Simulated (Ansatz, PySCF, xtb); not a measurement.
Potential energy curve for H3P, SMILES P. The P1–H4 bond (P1 also carries H, H; H4 carries nothing else) is pulled apart rigidly from the PBE0/def2-TZVP optimised geometry.

Levels: UKS-PBE = unrestricted PBE/cc-pVTZ run with Ansatz (a quantum-chemistry and plane-wave program); UKS-TPSSh = unrestricted TPSSh/cc-pVTZ (PySCF); GFN1-xTB (xtb); RHF/cc-pVTZ (PySCF); UCCSDT = Ansatz with CCSDT on UHF/cc-pVTZ, frozen core.

Energies are in kcal/mol, each relative to the lowest point of its own curve near equilibrium.

```csv
R / Å,UKS-PBE,UKS-TPSSh,GFN1-xTB,RHF,UCCSDT
1.06,61.2,59.1,55.1,59.0,59.4
1.12,38.3,36.5,31.3,36.2,36.6
1.20,18.2,16.9,12.7,16.4,16.9
1.28,6.8,5.9,3.6,5.5,5.9
1.33,[?],2.2,[?],[?],2.2
1.38,[?],0.4,0.0,0.2,0.4
1.42,0.0,0.0,[?],0.0,0.0
1.47,[?],0.6,1.1,0.8,0.6
1.48,0.4,0.8,1.4,1.1,0.8
1.56,3.0,3.8,4.7,4.7,3.8
1.64,7.0,8.4,9.3,9.9,8.4
1.75,14.2,16.1,17.1,18.7,16.0
1.92,26.7,29.6,31.3,34.1,28.9
2.13,42.3,46.3,49.4,53.4,44.4
2.37,58.5,62.7,68.3,74.0,59.1
2.55,68.6,70.4,80.8,88.0,67.6
2.85,77.7,78.2,97.8,108.0,—
3.10,81.2,82.0,108.3,122.0,—
3.50,83.3,85.2,—,139.9,—
3.82,84.0,86.5,—,151.1,—
4.31,84.3,87.3,—,164.1,—
4.91,84.5,87.4,—,174.9,—
```

Fill in the missing entries.


- 1.33, UKS-PBE: 2.8
- 1.33, GFN1-xTB: 1.0
- 1.33, RHF: 1.9
- 1.38, UKS-PBE: 0.7
- 1.42, GFN1-xTB: 0.1
- 1.47, UKS-PBE: 0.3

A dash means that the run gave no value there, or that the column was ended at a point which the program doubted or which failed a test of continuity chosen for this set; such a test can also cut sound points.

The unrestricted determinant behind UKS-PBE is spin-contaminated at 2.55 to 4.91 Å (<S²> up to 1.0, against 0.00 for a pure singlet). The unrestricted determinant behind UKS-TPSSh is spin-contaminated at 2.37 to 4.91 Å (<S²> up to 1.0, against 0.00 for a pure singlet). The restricted form behind RHF keeps the bonding electrons paired and can't separate into open-shell fragments. The unrestricted determinant behind UCCSDT is spin-contaminated at 2.13 to 4.91 Å (<S²> up to 1.0, against 0.00 for a pure singlet).
